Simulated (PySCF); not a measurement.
## Two-dimensional NMR puzzle

Compound of formula C4H8F2. Correlations simulated from computed shifts and the bond graph:

HSQC (one-bond C–H):
```
  δH    δC
1.88  36.1
1.57  24.1
1.05  10.5
```

COSY cross peaks (H two or three bonds apart, from the bond graph; peaks can be absent where the dihedral angle is near 90°):
```
  δH    δH
1.88  1.05
```

HMBC (two and three bonds, from the bond graph):
```
  δH                 δC
1.88  130.6, 24.1, 10.5
1.57        130.6, 36.1
1.05        130.6, 36.1
```

Carbons without hydrogens: δ 130.6.

[PySCF: GFN2-xTB geometry; shieldings: GIAO PBE0/pcSseg-1; equivalent nuclei averaged; one computed conformer; in vacuum; no relativistic terms]

δ = σ(ref) − σ, references computed at the same level: TMS for 1H, 13C.

Exchangeable hydrogens are left out of these lists.

Work out the connectivity.

Answers

SMILES CCC(C)(F)F.

Mapped SMILES: `[CH3:1][CH2:2][C:3]([CH3:4])([F:5])[F:6]`. Each H is labelled by its parent atom.

1. δC 130.6 is C3, a fully substituted sp3 carbon bonded to 2 F.
2. δC 36.1 is C2, an sp3 CH2 (δH 1.88).
3. δC 24.1 is C4, a methyl carbon (δH 1.57).
4. δC 10.5 is C1, a methyl carbon (δH 1.05).
5. HMBC from δH 1.88 reaches the proton-free carbon C3.
6. HMBC from δH 1.57 reaches the proton-free carbon C3.
7. HMBC from δH 1.05 reaches the proton-free carbon C3.
8. COSY links 1.88–1.05.

The shifts were computed for this structure.

Shifts are as computed. Against solution values, carbons near 30 ppm lie about +3 ppm off and those near 130 ppm about +5 ppm. Of 1309 compounds with measured shifts, 239 miss one by over three times the rms of a fit or turn the order of signals round; such compounds aren't used in these exercises.
